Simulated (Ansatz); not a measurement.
# BH₄ (doublet): the correlation ladder at distance B1–H5 = 1.692 Å, 6-31G

Aim: climb from Hartree-Fock through coupled cluster and multireference methods for BH₄ (doublet) at one geometry and basis, and see what each rung misses.

Method: 6-31G, core rule «outside noble gas», up to 1 orbitals frozen; program: Ansatz 0.2.0, Gaussian basis.

Plan: UHF; CCSD(T) on ROHF; CCSD(T) on UHF; BCCD(T) on ROHF; CISD; CCSDT(Q) on ROHF; CCSDT(Q) on UHF; CISDTQ; CCSDTQ on ROHF; CCSDTQ on UHF; CASSCF and MRCISD+Q, 3 electrons in 3 orbitals; CASSCF and NEVPT2, 3 electrons in 3 orbitals; CASSCF and MRCISD+Q, 7 electrons in 8 orbitals; CASSCF and NEVPT4(SD), 7 electrons in 8 orbitals; CASSCF and NEVPT2, 7 electrons in 8 orbitals; Full CI.

21 further runs of the same task are left out: 13 that didn't finish, 8 set aside as unsound or not needed.

### Step 1. The geometry

The geometry derives from a PBE0/def2-TZVP stationary point (not a proven minimum). One bond is set to the value named and the two fragments are kept rigid.

5 atoms, charge 0, spin multiplicity 2.

Atoms are counted from 1 here; the program's logs count them from 0.

Bond lengths: B1–H2 1.220 Å, B1–H3 1.220 Å, B1–H4 1.220 Å. Angles: H2–B1–H3 96.8°, H2–B1–H4 96.8°, H3–B1–H4 139.9°.

Coordinates:

```xyz
5
charge 0, multiplicity 2
B    -0.0111    0.0213    0.0211
H     0.4036    0.8338    0.8318
H    -0.4354   -0.7863    0.8316
H    -0.4239    0.8300   -0.7943
H     0.5746   -1.1065   -1.0959
```

### Step 2. UHF

Input file in.yaml:

```yaml
crystal:
  periodic: [false, false, false]
  atoms:
    - {symbol: B, position_ang: [-0.011087, 0.021349, 0.021145]}
    - {symbol: H, position_ang: [0.403598, 0.833844, 0.831798]}
    - {symbol: H, position_ang: [-0.435414, -0.786345, 0.831606]}
    - {symbol: H, position_ang: [-0.423899, 0.829995, -0.794298]}
    - {symbol: H, position_ang: [0.574637, -1.106480, -1.095902]}
basis:
  gaussian: {orbitals: 6-31G}
magnetization: {spin_polarized: true, initial_magnetization: 1}
hamiltonian: {xc: hf}
output: {orbitals: {seedname: orbitals}}
```

The run is started by

```sh
> ansatz run in.yaml --threads 1 --pin off --events-out ev --progress --plain --max-ram 2393MiB
```

After this run come: CCSD(T) on ROHF; CCSD(T) on UHF; BCCD(T) on ROHF; CISD; CCSDT(Q) on ROHF; CCSDT(Q) on UHF; CISDTQ; CCSDTQ on ROHF; CCSDTQ on UHF; CASSCF and MRCISD+Q, 3 electrons in 3 orbitals; CASSCF and NEVPT2, 3 electrons in 3 orbitals; CASSCF and MRCISD+Q, 7 electrons in 8 orbitals; CASSCF and NEVPT4(SD), 7 electrons in 8 orbitals; CASSCF and NEVPT2, 7 electrons in 8 orbitals; Full CI.

**Question.** What will the summary of the whole plan be? Wanted: FCI below the RHF energy; RMP2 from FCI; UMP2 from FCI; RCCSD from FCI; RCCSD(T) from FCI; UCCSD(T) from FCI; RCCSDT(Q) from FCI; UCCSDT(Q) from FCI; NEVPT2 pair from FCI.

The runs gave:

| quantity | value |
| --- | --- |
| FCI below the RHF energy | -2.6443 eV |
| RMP2 from FCI | +80.8 kJ/mol |
| UMP2 from FCI | +73.7 kJ/mol |
| RCCSD from FCI | +7.4 kJ/mol |
| RCCSD(T) from FCI | +2.5 kJ/mol |
| UCCSD(T) from FCI | +2.6 kJ/mol |
| RCCSDT(Q) from FCI | +0.1 kJ/mol |
| UCCSDT(Q) from FCI | 0.0 kJ/mol |
| NEVPT2 pair from FCI | +56.1 kJ/mol |
| MRCISD+Q pair from FCI | 0.0 kJ/mol |
| NEVPT2 valence from FCI | +19.5 kJ/mol |
| levels within 1 kcal/mol (43 meV) | RCCSD(T), UCCSD(T), BCCD(T), RCCSDT, UCCSDT, CISDTQ, RCCSDT(Q), UCCSDT(Q), RCCSDTQ, UCCSDTQ, MRCISD+Q pair, NEVPT4(SD) valence, MRCISD valence, MRCISD+Q valence |
| T1 diagnostic | 0.075 |
| effectively unpaired electrons | 1.04 |

In words: RCCSD(T) misses by +2.5 kJ/mol, 1.0 % of the correlation energy. The occupations are near whole numbers, but T1 = 0.075 shows that the orbitals relax strongly. Of the multireference levels listed MRCISD+Q pair comes nearest in total energy (0.0 kJ/mol), which doesn't show that its space is the better one. These misses are within one basis, not against nature; the frozen cores of restricted and unrestricted runs differ, which can shift their rows.
